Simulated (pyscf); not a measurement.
Structures and frequencies: ωB97X-D3(BJ)/def2-SVP in PySCF. MP2 and CC: frozen core, UHF for open shells. ΔMP2 is the change of the MP2 total energy from the triple- to the quadruple-zeta basis.

Q: List the bond dissociation enthalpies at 298 K of HO–Ga(Cl)–Cl from CCSD(T)/def2-TZVPP + ΔMP2(QZVPP), from the weakest bond up.

A: Cl–Ga to [HO–Ga–Cl]• + Cl•: 4.41 eV; Ga–O to OH• + [Cl–Ga–Cl]•: 4.52 eV; H–O to •O–Ga(Cl)–Cl + H•: 5.23 eV. Ring and multiple bonds, and those that leave no two simple radicals, are not listed. The radicals are drawn with the spin at the cut bond; how far it spreads was not checked. Other isomers of •O–Ga(Cl)–Cl, [HO–Ga–Cl]• were not searched in full and may lie lower. The CCSD(T) − MP2 part came from Ansatz, without density fitting, on the same reference. The frozen core leaves the outer d or s,p core shells of the metals and heavy elements correlated in the MP2 and CC values, and def2-TZVPP describes them poorly, which can shift differences by a few kcal/mol. Left out: the spin-orbit lowering of Cl, OH. Elements up to Kr have no core potential and no relativistic terms here.
